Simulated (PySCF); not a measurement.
# From one method to the next for NaP⁻

What do other methods print for NaP⁻?

Program: PySCF 2.14.0. Level of theory: each script names its method and basis. These are calculated values, not measurements.

7 further runs of the same task are left out: 7 that didn't finish.

### Step 1. The starting structure

NaP⁻: 2 atoms, charge -1, spin multiplicity 2.

Bond lengths: Na1–P2 2.740 Å.

### Step 2. Base script

Contents of input.py:

```python
from pyscf import gto, scf, ci

mol = gto.M(
    atom='Na 0 0 0; P 0 0 2.74',
    basis='lanl2dz',
    ecp={'Na': 'lanl2dz', 'P': 'lanl2dz'},
    charge=-1,
    spin=1,
    verbose=3,
)
mf = scf.UHF(mol)
mf = mf.newton()
mf.kernel()
ci.CISD(mf).kernel()
mf.dip_moment()
print('orbital energies (hartree):', [e[max(0, n-3):n+3].round(4) for e, n in zip(mf.mo_energy, mol.nelec)])
```

Started as:

```bash
python input.py
```

### Step 3. SCF alone

Variant 1 changes step after the SCF: cisd → none.

Edit input.py of step 2 so:

```diff
@@ -1,2 +1,2 @@
-from pyscf import gto, scf, ci
+from pyscf import gto, scf
 
@@ -13,3 +13,2 @@
 mf.kernel()
-ci.CISD(mf).kernel()
 mf.dip_moment()
```

### Step 4. CASCI (ROHF)

Variant 2 changes step after the SCF: cisd → casci; SCF type: UHF → ROHF; active space: none → 1 electrons in 2 orbitals.

Contents of input.py:

```python
from pyscf import gto, scf, mcscf

mol = gto.M(
    atom='Na 0 0 0; P 0 0 2.74',
    basis='lanl2dz',
    ecp={'Na': 'lanl2dz', 'P': 'lanl2dz'},
    charge=-1,
    spin=1,
    verbose=3,
)
mf = scf.ROHF(mol)
mf = mf.newton()
mf.kernel()
mc = mcscf.CASCI(mf, 2, 1)
mc.kernel()
mc.analyze()
mf.dip_moment()
print('orbital energies (hartree):', mf.mo_energy[..., max(0, mol.nelec[1]-3):mol.nelec[0]+3].round(4))
```

### Step 5. Lc_wpbe (UKS)

Variant 3 changes functional: none (Hartree–Fock) → lc_wpbe; SCF type: UHF → UKS; step after the SCF: cisd → analyze.

Edit input.py of step 2 so:

```diff
@@ -1,2 +1,2 @@
-from pyscf import gto, scf, ci
+from pyscf import gto, dft
 
@@ -10,6 +10,6 @@
 )
-mf = scf.UHF(mol)
+mf = dft.UKS(mol, xc='lc_wpbe')
 mf = mf.newton()
 mf.kernel()
-ci.CISD(mf).kernel()
+mf.mulliken_pop()
 mf.dip_moment()
```

### Step 6. Stability test

Variant 4 changes step after the SCF: cisd → stability.

Edit input.py of step 2 so:

```diff
@@ -1,2 +1,2 @@
-from pyscf import gto, scf, ci
+from pyscf import gto, scf
 
@@ -13,3 +13,3 @@
 mf.kernel()
-ci.CISD(mf).kernel()
+mf.stability(internal=True, external=True)
 mf.dip_moment()
```

**Question.** What will these runs give? Wanted: for each run, E(SCF); from base; after the SCF.

**Answer**, as computed:

| run | E(SCF) (hartree) | from base (eV) | after the SCF |
| --- | --- | --- | --- |
| base | -6.493744 | 0 | CISD correlation -0.850 eV |
| SCF alone | -6.493744 | 0.0000 | n/a |
| CASCI (ROHF) | -6.445558 | +1.3112 | CASCI correlation 0.000 eV (this space leaves nothing to correlate) |
| lc_wpbe (UKS) | -6.678435 | not comparable | n/a |
| stability test | -6.493744 | 0.0000 | unstable: internal, real -> complex |

In words: A lower total energy from another functional means nothing by itself. The dearest run is “lc_wpbe (UKS)”, at 4.9 s against 1.4 s.
